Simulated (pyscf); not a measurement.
Cl–GaH–Cl → hydrogen chloride (HCl) + Cl–Ga [singlet] (1,1-elimination; singlet surface; Cl–Ga, Ga–H broken, Cl–H formed). Structures and frequencies: ωB97X-D3(BJ)/def2-SVP in PySCF. Correlated levels are frozen-core, on RHF or UHF. ΔMP2 is the change of the MP2 total energy from the triple- to the quadruple-zeta basis. Rate constants from transition-state theory at the high-pressure limit, CCSD(T)/def2-TZVPP + ΔMP2(QZVPP) energies (ideal gas, 1 atm, RRHO with modes under 100 cm⁻¹ raised to 100, one conformer, R ln 2 for chiral ones without a mode under 150 cm⁻¹; no tunnelling), k in s⁻¹.

```json
[
 {"T (K)": "298", "1000/T": "3.354", "log10 k": "-25.94"},
 {"T (K)": "600", "1000/T": "1.667", "log10 k": "-5.89"},
 {"T (K)": "900", "1000/T": "1.111", "log10 k": "?"},
 {"T (K)": "1200", "1000/T": "0.833", "log10 k": "4.07"}
]
```

Task: Fit an Arrhenius line to the three values, give the activation energy, and predict k at 900 K.

Result: Least squares gives log10 k = 13.97 − 11.90 × 1000/T, so Ea = 11.90 × ln 10 × 1.987 = 54.5 kcal/mol, against an electronic barrier of 55.4. At 900 K the line gives 0.75; the computed value is 0.74 (ΔG‡ = 51.6 kcal/mol), close to the line. This is the saddle that the search found; another between the same sides may lie lower. The CCSD(T) − MP2 part came from Ansatz, without density fitting, on the same reference. The frozen core leaves the outer d or s,p core shells of the metals and heavy elements correlated in the MP2 and CC values, and def2-TZVPP describes them poorly, which can shift differences by a few kcal/mol. Elements up to Kr have no core potential and no relativistic terms here.
